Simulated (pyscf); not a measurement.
H₂S + HO–Zn–SH -> HS–Zn–SH + H₂O, a four-centre exchange (singlet surface; H–S, O–Zn broken, S–Zn, H–O formed). Structures and frequencies: ωB97X-D3(BJ)/def2-SVP in PySCF. Energies in eV from the separated reactants.

Small-basis levels: PySCF, no dispersion term, spherical d functions. AM1 to PM7: differences of heats of formation from MOPAC. Cost: rough CPU time at the saddle relative to B3LYP/6-31G*+LANL2DZ, from one job on a shared machine.

```tsv
level	barrier	reaction energy	cost
HF/STO-3G	1.61	+0.72	0.10
MP2/6-31G*+LANL2DZ	-0.16	-0.35	0.2
B3LYP/3-21G	-0.80	+0.49	0.7
B3LYP/6-31G*+LANL2DZ	-0.29	-0.33	1
M06-2X/6-31G*+LANL2DZ	-0.52	-0.53	2
B3LYP/6-311+G**+LANL2DZ	-0.31	-0.52	1
B3LYP/def2-SVP	-0.39	-0.50	1
PM6	-0.20	-0.43	under 0.02
PM7	-0.26	-0.76	under 0.02
ωB97M-D3(BJ)/def2-TZVP	-0.18	-0.59	–
```

Against the last row the barrier runs from -0.62 (B3LYP/3-21G) to +1.79 eV (HF/STO-3G). ωB97M-D3(BJ)/def2-TZVP has limits of its own. On the reactant side the descent ends in an adduct with a S–Zn contact, 0.50 eV under the separated species and 0.20 eV under the saddle at ωB97X-D3(BJ)/def2-TZVP. On the product side the descent ends in an adduct with a O–Zn contact, 0.58 eV under the separated species and 0.93 eV under the saddle at ωB97X-D3(BJ)/def2-TZVP. At ωB97M-D3(BJ) the saddle lies under the separated reactants, which points to a path from their complex (located at ωB97X-D3(BJ) alone). What is counted as formed (S–Zn) is already present as a longer contact in the reactant adduct; forming that adduct is a step of its own. What is counted as broken (O–Zn) persists as a longer contact in the product adduct; parting that adduct is a step of its own. At ωB97X-D3(BJ) the barrier from the zero used here is -0.30 eV. This is the saddle that the search found; another between the same sides may lie lower. In the def2 sets elements up to Kr have no core potential.
